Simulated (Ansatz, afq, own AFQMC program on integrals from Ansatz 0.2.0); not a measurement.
# Ir, quartet: AFQMC among the cluster methods

A free Ir atom.

Basis def2-SVP with its core potentials. Only valence electrons are correlated. AFQMC by an in-house program on the Cholesky factors that Ansatz 0.2.0 writes for its CCSD(T) run. ph-AFQMC/CISD is guided by a CISD state made of CCSD amplitudes; releasing the constraint for a short imaginary time cuts its bias at the price of noise, slowly where states lie close. Free AFQMC starts from the CCSD state and is never constrained. Its projection time is finite, and what remains of the start isn't in its error. Uncertainties: one standard error, sampling alone. No spin–orbit coupling. The metal's outer-core s and p shells are frozen, which shifts wave-function levels against functionals.

Determinant: UHF, the one that the program's search chose, which needn't be the lowest solution.

No full CI on the walks' own integrals is used here; CCSDTQ serves as the reference and is uncertain by about the last step of the cluster series.

Cautions: no spin-orbit coupling; outer-core shells of the metal frozen.

```
T1 diagnostic                               : 0.0148
weight of the determinant in the CISD state : 0.926
⟨S²⟩ of the determinant                     : 3.767
size of the correlated space                : 9 electrons in 28 orbitals
```

| level | correlation energy (eV) |
| --- | --- |
| MP2 | -4.3816 |
| CCSD | -4.5087 |
| CCSD(T) | -4.5904 |

(1) Estimate where AFQMC with the constraint released lies against CCSD(T) on the same integrals.

(1) 8.5 ± 1.2 meV below CCSD(T).

Reference: CCSDTQ, correlation energy -4.602 eV. The released energy is read at 1.50 1/Eh (meV from the phaseless value at times in 1/Eh: -2.9 ± 1.6 at 0.24, -4.4 ± 1.0 at 0.50, -8.0 ± 1.2 at 1.00, -5.5 ± 1.2 at 1.50).

```csv
level,E − E(reference) (meV),share of correlation (%)
CCSD(T),11.9,99.74
CCSDT,6.0,99.87
CCSDT(Q),-0.1,100.00
ph-AFQMC/HF,58.7 ± 13.9,98.72
ph-AFQMC/CISD,8.9 ± 2.0,99.81
released AFQMC,3.4 ± 1.2,99.93
free AFQMC,-2.0 ± 1.7,100.04
```

CCSDT and higher add their correlation energy to the determinant of the CCSD(T) run, since their own runs factorise the integrals more tightly (a shift of under 2 meV). Free projections are given only where their last times agree within the noise and don't stop above the reference; a slow remainder of the start can still hide under it. A walk keeps the symmetry of its determinant, which the program's search chose and which needn't be the lowest solution, so a lower state of the same spin and another symmetry isn't excluded. Released energies are given only where the last usable release times agree within the noise; a slower fall can still hide under it.
